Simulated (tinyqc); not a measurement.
UHF in the sto-6g basis, for H2O+, spin multiplicity 2, step by step (part 2 of 2). Computed by tinyqc, a small Python program that keeps every step (integrals from PySCF). Command: `OMP_NUM_THREADS=1 python tinyqc.py 31903 31904 out.jsonl` (the two numbers bound the seeds that draw the settings). One thread of a shared host (Intel(R) Xeon(R) Processor @ 2.60GHz), about 0.2 s of CPU time with the checks.

Geometry (angstrom):
```
atom         x          y         z
O     0.000000   0.000000  0.000000
H     0.000000   0.934000  0.587000
H     0.000000  -0.934000  0.587000
```

## Iteration 2: building the Fock matrix

D(alpha) after iteration 1:
```
            1O 1s      1O 2s    1O 2px     1O 2py     1O 2pz      2H 1s      3H 1s
1O 1s    1.059700  -0.266548  0.000000   0.000000  -0.003087   0.023305   0.023305
1O 2s   -0.266548   1.191818  0.000000   0.000000   0.015811  -0.111046  -0.111046
1O 2px   0.000000   0.000000  1.000000   0.000000   0.000000   0.000000   0.000000
1O 2py   0.000000   0.000000  0.000000   0.962053   0.000000  -0.037430   0.037430
1O 2pz  -0.003087   0.015811  0.000000   0.000000   0.963804  -0.000806  -0.000806
2H 1s    0.023305  -0.111046  0.000000  -0.037430  -0.000806   0.080787  -0.014145
3H 1s    0.023305  -0.111046  0.000000   0.037430  -0.000806  -0.014145   0.080787
```

D(beta) after iteration 1:
```
            1O 1s      1O 2s    1O 2px     1O 2py     1O 2pz      2H 1s      3H 1s
1O 1s    1.059256  -0.264112  0.000000   0.000000  -0.001463   0.021718   0.021718
1O 2s   -0.264112   1.179171  0.000000   0.000000   0.008138  -0.104742  -0.104742
1O 2px   0.000000   0.000000  0.000000   0.000000   0.000000   0.000000   0.000000
1O 2py   0.000000   0.000000  0.000000   0.951700   0.000000  -0.035085   0.035085
1O 2pz  -0.001463   0.008138  0.000000   0.000000   0.959964   0.000931   0.000931
2H 1s    0.021718  -0.104742  0.000000  -0.035085   0.000931   0.087484  -0.016439
3H 1s    0.021718  -0.104742  0.000000   0.035085   0.000931  -0.016439   0.087484
```

core Hamiltonian H = T + V (hartree):
```
             1O 1s      1O 2s     1O 2px     1O 2py     1O 2pz      2H 1s      3H 1s
1O 1s   -32.890517  -7.269066   0.000000   0.000000  -0.013160  -1.254280  -1.254280
1O 2s    -7.269066  -9.111912   0.000000   0.000000  -0.152173  -2.885047  -2.885047
1O 2px    0.000000   0.000000  -7.363028   0.000000   0.000000   0.000000   0.000000
1O 2py    0.000000   0.000000   0.000000  -7.491606   0.000000  -1.788593   1.788593
1O 2pz   -0.013160  -0.152173   0.000000   0.000000  -7.413815  -1.161053  -1.161053
2H 1s    -1.254280  -2.885047   0.000000  -1.788593  -1.161053  -4.513476  -0.892800
3H 1s    -1.254280  -2.885047   0.000000   1.788593  -1.161053  -0.892800  -4.513476
```

nuclear repulsion = 7.95847675 hartree

Given earlier and not repeated: Two-electron integrals (ij|kl) in chemists' order.

J_ij = sum D_kl (ij|kl) with D = D(alpha) + D(beta), K_ij = sum D_kl (ik|jl) for each spin; F = H + J - K(s); E = tr D H + tr D J / 2 - 0.5 sum_s tr D(s) K(s) + E_nn.

Coulomb J (hartree):
```
            1O 1s     1O 2s    1O 2px     1O 2py    1O 2pz     2H 1s      3H 1s
1O 1s   17.330486  3.064691  0.000000   0.000000  0.000507  0.540663   0.540663
1O 2s    3.064691  7.877260  0.000000   0.000000  0.004151  2.417745   2.417745
1O 2px   0.000000  0.000000  7.819278   0.000000  0.000000  0.000000   0.000000
1O 2py   0.000000  0.000000  0.000000   7.904563  0.000000  1.615335  -1.615335
1O 2pz   0.000507  0.004151  0.000000   0.000000  7.907938  1.016990   1.016990
2H 1s    0.540663  2.417745  0.000000   1.615335  1.016990  4.138246   0.736311
3H 1s    0.540663  2.417745  0.000000  -1.615335  1.016990  0.736311   4.138246
```

exchange K(alpha) (hartree):
```
           1O 1s      1O 2s    1O 2px     1O 2py     1O 2pz     2H 1s      3H 1s
1O 1s   4.935606   0.789104  0.000000   0.000000   0.000760  0.149543   0.149543
1O 2s   0.789104   1.399561  0.000000   0.000000  -0.007633  0.398519   0.398519
1O 2px  0.000000   0.000000  1.175962   0.000000   0.000000  0.000000   0.000000
1O 2py  0.000000   0.000000  0.000000   1.119341   0.000000  0.223955  -0.223955
1O 2pz  0.000760  -0.007633  0.000000   0.000000   1.145031  0.146886   0.146886
2H 1s   0.149543   0.398519  0.000000   0.223955   0.146886  0.245338   0.091546
3H 1s   0.149543   0.398519  0.000000  -0.223955   0.146886  0.091546   0.245338
```

exchange K(beta) (hartree):
```
           1O 1s      1O 2s    1O 2px     1O 2py     1O 2pz     2H 1s      3H 1s
1O 1s   4.908911   0.749498  0.000000   0.000000   0.000615  0.141764   0.141764
1O 2s   0.749498   1.214726  0.000000   0.000000  -0.011546  0.356112   0.356112
1O 2px  0.000000   0.000000  0.293820   0.000000   0.000000  0.000000   0.000000
1O 2py  0.000000   0.000000  0.000000   1.065109   0.000000  0.217524  -0.217524
1O 2pz  0.000615  -0.011546  0.000000   0.000000   1.094183  0.142145   0.142145
2H 1s   0.141764   0.356112  0.000000   0.217524   0.142145  0.237700   0.081948
3H 1s   0.141764   0.356112  0.000000  -0.217524   0.142145  0.081948   0.237700
```

F(alpha) (hartree):
```
             1O 1s      1O 2s     1O 2px     1O 2py     1O 2pz      2H 1s      3H 1s
1O 1s   -20.495637  -4.993478   0.000000   0.000000  -0.013413  -0.863160  -0.863160
1O 2s    -4.993478  -2.634213   0.000000   0.000000  -0.140388  -0.865820  -0.865820
1O 2px    0.000000   0.000000  -0.719713   0.000000   0.000000   0.000000   0.000000
1O 2py    0.000000   0.000000   0.000000  -0.706383   0.000000  -0.397213   0.397213
1O 2pz   -0.013413  -0.140388   0.000000   0.000000  -0.650907  -0.290949  -0.290949
2H 1s    -0.863160  -0.865820   0.000000  -0.397213  -0.290949  -0.620569  -0.248035
3H 1s    -0.863160  -0.865820   0.000000   0.397213  -0.290949  -0.248035  -0.620569
```

F(beta) (hartree):
```
             1O 1s      1O 2s    1O 2px     1O 2py     1O 2pz      2H 1s      3H 1s
1O 1s   -20.468943  -4.953873  0.000000   0.000000  -0.013268  -0.855381  -0.855381
1O 2s    -4.953873  -2.449379  0.000000   0.000000  -0.136476  -0.823414  -0.823414
1O 2px    0.000000   0.000000  0.162430   0.000000   0.000000   0.000000   0.000000
1O 2py    0.000000   0.000000  0.000000  -0.652152   0.000000  -0.390781   0.390781
1O 2pz   -0.013268  -0.136476  0.000000   0.000000  -0.600059  -0.286208  -0.286208
2H 1s    -0.855381  -0.823414  0.000000  -0.390781  -0.286208  -0.612931  -0.238438
3H 1s    -0.855381  -0.823414  0.000000   0.390781  -0.286208  -0.238438  -0.612931
```

total energy of this density = -74.60058870 hartree

This density is a damped mixture and is not idempotent.

## Iteration 2: DIIS over 2 matrices

error matrix X^T (FDS - SDF) X (alpha):
```
           1          2         3          4          5          6          7
1   0.000000   0.010600  0.000000   0.000000   0.002287  -0.063202  -0.063202
2  -0.010600   0.000000  0.000000   0.000000   0.013601   0.162751   0.162751
3   0.000000   0.000000  0.000000   0.000000   0.000000   0.000000   0.000000
4   0.000000   0.000000  0.000000   0.000000   0.000000   0.209537  -0.209537
5  -0.002287  -0.013601  0.000000   0.000000   0.000000   0.125556   0.125556
6   0.063202  -0.162751  0.000000  -0.209537  -0.125556   0.000000   0.000000
7   0.063202  -0.162751  0.000000   0.209537  -0.125556   0.000000   0.000000
```

B (overlaps of the stored error matrices):
```
               1              2
1  1.1952322e+00  9.4136497e-01
2  9.4136497e-01  7.4228282e-01
```

Minimise |sum c_i e_i|^2 with sum c_i = 1: solve [B -1; -1 0][c; lambda] = [0; -1] with B_ij = tr e_i^T e_j summed over both spins, and take F = sum c_i F_i.

DIIS coefficients: -3.633873  4.633873

extrapolated F(alpha) (hartree):
```
             1O 1s      1O 2s     1O 2px     1O 2py     1O 2pz      2H 1s      3H 1s
1O 1s   -21.607214  -5.207464   0.000000   0.000000  -0.024654  -0.899959  -0.899959
1O 2s    -5.207464  -3.112133   0.000000   0.000000  -0.086499  -1.055994  -1.055994
1O 2px    0.000000   0.000000  -1.242622   0.000000   0.000000   0.000000   0.000000
1O 2py    0.000000   0.000000   0.000000  -1.045972   0.000000  -0.577797   0.577797
1O 2pz   -0.024654  -0.086499   0.000000   0.000000  -1.079788  -0.416758  -0.416758
2H 1s    -0.899959  -1.055994   0.000000  -0.577797  -0.416758  -0.846325  -0.288226
3H 1s    -0.899959  -1.055994   0.000000   0.577797  -0.416758  -0.288226  -0.846325
```

extrapolated F(beta) (hartree):
```
             1O 1s      1O 2s     1O 2px     1O 2py     1O 2pz      2H 1s      3H 1s
1O 1s   -21.577130  -5.166183   0.000000   0.000000  -0.023980  -0.891843  -0.891843
1O 2s    -5.166183  -2.912145   0.000000   0.000000  -0.068370  -1.018655  -1.018655
1O 2px    0.000000   0.000000  -0.355102   0.000000   0.000000   0.000000   0.000000
1O 2py    0.000000   0.000000   0.000000  -0.967137   0.000000  -0.574782   0.574782
1O 2pz   -0.023980  -0.068370   0.000000   0.000000  -1.016633  -0.411625  -0.411625
2H 1s    -0.891843  -1.018655   0.000000  -0.574782  -0.411625  -0.862729  -0.282292
3H 1s    -0.891843  -1.018655   0.000000   0.574782  -0.411625  -0.282292  -0.862729
```

## Iteration 2: diagonalisation and new density

X:
```
            1O 1s      1O 2s    1O 2px     1O 2py     1O 2pz      2H 1s      3H 1s
1O 1s    1.022365  -0.132842  0.000000   0.000000  -0.006024   0.017598   0.017598
1O 2s   -0.132842   1.158375  0.000000   0.000000   0.062832  -0.225059  -0.225059
1O 2px   0.000000   0.000000  1.000000   0.000000   0.000000   0.000000   0.000000
1O 2py   0.000000   0.000000  0.000000   1.082246   0.000000  -0.184677   0.184677
1O 2pz  -0.006024   0.062832  0.000000   0.000000   1.028710  -0.103191  -0.103191
2H 1s    0.017598  -0.225059  0.000000  -0.184677  -0.103191   1.127434  -0.049912
3H 1s    0.017598  -0.225059  0.000000   0.184677  -0.103191  -0.049912   1.127434
```

overlap S:
```
           1O 1s     1O 2s    1O 2px     1O 2py    1O 2pz     2H 1s      3H 1s
1O 1s   1.000000  0.231145  0.000000   0.000000  0.000000  0.039618   0.039618
1O 2s   0.231145  1.000000  0.000000   0.000000  0.000000  0.386550   0.386550
1O 2px  0.000000  0.000000  1.000000   0.000000  0.000000  0.000000   0.000000
1O 2py  0.000000  0.000000  0.000000   1.000000  0.000000  0.286928  -0.286928
1O 2pz  0.000000  0.000000  0.000000   0.000000  1.000000  0.180328   0.180328
2H 1s   0.039618  0.386550  0.000000   0.286928  0.180328  1.000000   0.147755
3H 1s   0.039618  0.386550  0.000000  -0.286928  0.180328  0.147755   1.000000
```

Diagonalise F' = X^T F X, C = X C', fill 5 alpha and 4 beta electrons from the bottom; D(s) = C_occ C_occ^T; the new density keeps 0.7 of the old one (damping). Each column has its largest component positive (the first on a tie).

F' = X^T F X (alpha) (hartree):
```
            1          2          3          4          5          6          7
1  -21.280253  -2.526338   0.000000   0.000000  -0.039708  -0.120535  -0.120535
2   -2.526338  -2.068830   0.000000   0.000000   0.067059  -0.443318  -0.443318
3    0.000000   0.000000  -1.242622   0.000000   0.000000   0.000000   0.000000
4    0.000000   0.000000   0.000000  -0.801242   0.000000  -0.445227   0.445227
5   -0.039708   0.067059   0.000000   0.000000  -0.984736  -0.287885  -0.287885
6   -0.120535  -0.443318   0.000000  -0.445227  -0.287885  -0.397638  -0.055204
7   -0.120535  -0.443318   0.000000   0.445227  -0.287885  -0.055204  -0.397638
```

orbital energies (alpha) (hartree): MO1 -21.609922, MO2 -1.985101, MO3 -1.242622, MO4 -1.241972, MO5 -1.151391, MO6 -0.040248, MO7 0.098296

coefficients C (alpha):
```
              MO1        MO2       MO3        MO4        MO5        MO6        MO7
1O 1s    0.997010  -0.237651  0.000000   0.000000   0.057513   0.098585   0.000000
1O 2s    0.013550   0.955465  0.000000   0.000000  -0.315809  -0.672233   0.000000
1O 2px   0.000000   0.000000  1.000000   0.000000   0.000000   0.000000   0.000000
1O 2py   0.000000   0.000000  0.000000   0.736857   0.000000   0.000000   0.834571
1O 2pz   0.002152   0.094603  0.000000   0.000000   0.877223  -0.552313   0.000000
2H 1s   -0.002649   0.075336  0.000000   0.326101   0.212096   0.769070  -0.787931
3H 1s   -0.002649   0.075336  0.000000  -0.326101   0.212096   0.769070   0.787931
```

F' = X^T F X (beta) (hartree):
```
            1          2          3          4          5          6          7
1  -21.256243  -2.511749   0.000000   0.000000  -0.041422  -0.120314  -0.120314
2   -2.511749  -1.849093   0.000000   0.000000   0.094004  -0.443987  -0.443987
3    0.000000   0.000000  -0.355102   0.000000   0.000000   0.000000   0.000000
4    0.000000   0.000000   0.000000  -0.712839   0.000000  -0.452080   0.452080
5   -0.041422   0.094004   0.000000   0.000000  -0.918159  -0.290478  -0.290478
6   -0.120314  -0.443987   0.000000  -0.452080  -0.290478  -0.425439  -0.054797
7   -0.120314  -0.443987   0.000000   0.452080  -0.290478  -0.054797  -0.425439
```

orbital energies (beta) (hartree): MO1 -21.579029, MO2 -1.810346, MO3 -1.203577, MO4 -1.100638, MO5 -0.355102, MO6 -0.013718, MO7 0.120096

coefficients C (beta):
```
              MO1        MO2        MO3        MO4       MO5        MO6        MO7
1O 1s    0.997521  -0.228845   0.000000   0.067058  0.000000   0.107785   0.000000
1O 2s    0.011282   0.911132   0.000000  -0.361186  0.000000  -0.709920   0.000000
1O 2px   0.000000   0.000000   0.000000   0.000000  1.000000   0.000000   0.000000
1O 2py   0.000000   0.000000   0.699478   0.000000  0.000000   0.000000   0.866139
1O 2pz   0.001954   0.097135   0.000000   0.862685  0.000000  -0.574335   0.000000
2H 1s   -0.002226   0.119126   0.360404   0.224153  0.000000   0.760063  -0.772843
3H 1s   -0.002226   0.119126  -0.360404   0.224153  0.000000   0.760063   0.772843
```

D(alpha) after iteration 2:
```
            1O 1s      1O 2s    1O 2px     1O 2py     1O 2pz      2H 1s      3H 1s
1O 1s    1.057934  -0.256100  0.000000   0.000000   0.006874   0.013810   0.013810
1O 2s   -0.256100   1.138122  0.000000   0.000000  -0.044917  -0.076243  -0.076243
1O 2px   0.000000   0.000000  1.000000   0.000000   0.000000   0.000000   0.000000
1O 2py   0.000000   0.000000  0.000000   0.836324   0.000000   0.045886  -0.045886
1O 2pz   0.006874  -0.044917  0.000000   0.000000   0.908205   0.057389   0.057389
2H 1s    0.013810  -0.076243  0.000000   0.045886   0.057389   0.103654  -0.026604
3H 1s    0.013810  -0.076243  0.000000  -0.045886   0.057389  -0.026604   0.103654
```

D(beta) after iteration 2:
```
            1O 1s      1O 2s    1O 2px     1O 2py     1O 2pz      2H 1s      3H 1s
1O 1s    1.057054  -0.251321  0.000000   0.000000   0.010247   0.010868   0.010868
1O 2s   -0.251321   1.113643  0.000000   0.000000  -0.061223  -0.065053  -0.065053
1O 2px   0.000000   0.000000  0.000000   0.000000   0.000000   0.000000   0.000000
1O 2py   0.000000   0.000000  0.000000   0.812971   0.000000   0.051069  -0.051069
1O 2pz   0.010247  -0.061223  0.000000   0.000000   0.898074   0.062134   0.062134
2H 1s    0.010868  -0.065053  0.000000   0.051069   0.062134   0.119539  -0.031143
3H 1s    0.010868  -0.065053  0.000000  -0.051069   0.062134  -0.031143   0.119539
```

## Convergence

Stop when the energy changes by less than 1e-10 hartree and every element of the error matrix X^T (F D S - S D F) X (for each spin) is below 3e-06.

Course of the cycle:
```
iteration   E (hartree)     change  largest element of the error matrix
1          -74.33169442          -                             2.66e-01
2          -74.60058870  -2.69e-01                             2.13e-01
3          -74.81014361  -2.10e-01                             1.62e-01
4          -74.96747979  -1.57e-01                             1.20e-01
5          -75.08282648  -1.15e-01                             8.66e-02
6          -75.16628100  -8.35e-02                             6.17e-02
7          -75.22609030  -5.98e-02                             4.37e-02
8          -75.26860783  -4.25e-02                             3.09e-02
9          -75.29868479  -3.01e-02                             2.18e-02
10         -75.31989328  -2.12e-02                             1.53e-02
11         -75.33481531  -1.49e-02                             1.08e-02
12         -75.34529783  -1.05e-02                             7.57e-03
13         -75.35265375  -7.36e-03                             5.31e-03
14         -75.35781178  -5.16e-03                             3.72e-03
...                 ...        ...                                  ...
43         -75.36987528  -1.67e-07                             1.20e-07
44         -75.36987540  -1.17e-07                             8.42e-08
45         -75.36987548  -8.17e-08                             5.89e-08
46         -75.36987554  -5.72e-08                             4.12e-08
47         -75.36987558  -4.00e-08                             2.89e-08
48         -75.36987561  -2.80e-08                             2.02e-08
49         -75.36987563  -1.96e-08                             1.41e-08
50         -75.36987564  -1.37e-08                             9.90e-09
51         -75.36987565  -9.61e-09                             6.93e-09
52         -75.36987566  -6.73e-09                             4.85e-09
53         -75.36987566  -4.71e-09                             3.40e-09
54         -75.36987566  -3.30e-09                             2.38e-09
55         -75.36987567  -2.31e-09                             1.66e-09
56         -75.36987567  -1.62e-09                             1.17e-09
```

PySCF UHF in the same basis, after a stability check = -75.36987567 hartree

Not converged within the cap of 56 iterations: the residual falls steadily but slowly, by a factor of about 0.70 a step. Reruns (cap 100 unless said): DIIS 8: converged in 10; damping 0.5: converged in 55; level shift 0.5: converged in 41; atomic densities as start, DIIS 8: converged in 10; the original settings with a cap of 400: converged in 64.
